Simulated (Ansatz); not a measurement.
# How far each method lies from UCCSDT(Q) for H₃Si–BH₂⁺, doublet

Geometry: that of the H3Si–BH2, triplet, kept fixed.

```xyz
7

Si   -0.0183    0.0000    0.5801
B     0.1280    0.0000   -1.5103
H     0.6619   -1.2307    1.0551
H     0.6619    1.2307    1.0551
H    -1.4460    0.0000    0.9891
H    -0.3709   -1.0966   -1.5314
H    -0.3709    1.0966   -1.5314
```

Basis cc-pVDZ; Ansatz 0.2.0. Only valence electrons are correlated (noble-gas cores frozen), which leaves 11 electrons in 51 orbitals. R marks a restricted (for open shells ROHF) determinant, U an unrestricted one. Active spaces: frontier = (9e, 9o) about the gap.

Full CI isn't at hand for all of this; UCCSDT(Q) serves as the reference, and is uncertain by the last step of the cluster series or more. The frozen core follows each run's orbitals, which can shift R against U totals by a few meV.

For open shells CISD is restricted-active-space CI with the open shells as a complete middle space.

- UHF ⟨S²⟩: 0.761
- T1 diagnostic (RCCSD): 0.0236
- largest doubles amplitude (RCCSD): 0.040
- T1 diagnostic (UCCSD): 0.0181

From what is known of these methods and the diagnostics, rank them by the size of their error in total energy against UCCSDT(Q) in cc-pVDZ, smallest first (an estimate: the text doesn't fix the numbers).
A. UCCSD
B. UMP2
C. MRCISD (frontier space)
D. RCCSDT
E. UHF

D (4 meV), A (161 meV), C (347 meV), B (1395 meV), E (5886 meV).

All errors are against UCCSDT(Q) in cc-pVDZ. Within each family the higher level lies nearer, as is usual though not guaranteed.
